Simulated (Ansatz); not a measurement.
Ideal-gas functions of C2HCl2F, SMILES `FC=C(Cl)Cl` at 400 K and 1 bar, from an Ansatz frequency run at PBE0-D4/def2-TZVP.

Molar mass 114.93 g/mol, point group Cs (symmetry number 1), electronic degeneracy 1, moments of inertia 123.846, 206.938, 330.784 u Å². Harmonic wavenumbers (cm⁻¹, unscaled): 200, 271, 284, 474, 475, 680, 842, 982, 1192, 1317, 1733, 3242.

Use S(trans) = R[1.5 ln M + 2.5 ln T − 1.1517]; rotational temperatures θ = 24.2544 K / I; S(rot) = R[ln(√π/σ · √(T³/θAθBθC)) + 1.5]; for each mode x = 1.438777 ν̃/T, S = R[x/(eˣ − 1) − ln(1 − e⁻ˣ)] and H = RT x/(eˣ − 1); 1 cm⁻¹ = 0.0119627 kJ/mol; R = 8.31446 J/(mol·K).

Question: By hand: the entropy, in J/(mol·K).

Answer: Translation 174.1. Rotation: θ = 0.1958, 0.1172, 0.0733 K, giving 118.5. Vibration, mode by mode: 11.23, 8.85, 8.49, 4.82, 4.80, 2.68, 1.69, 1.13, 0.61, 0.42, 0.12, 0.00, in all 44.8. Electronic 0.0. Sum 337.4 J/(mol·K).

Question: By hand: H − E and G − E in kJ/mol, counted from the electronic energy.

Answer: Zero-point energy ½ × 11692 × 0.0119627 = 69.9; thermal vibration 10.7; translation, rotation and pV give 4 RT = 13.3. H − E = 93.9 kJ/mol, and G − E = 93.9 − 400 × 337.4/1000 = -41.1 kJ/mol.

Vibration gives 13 % of the entropy.
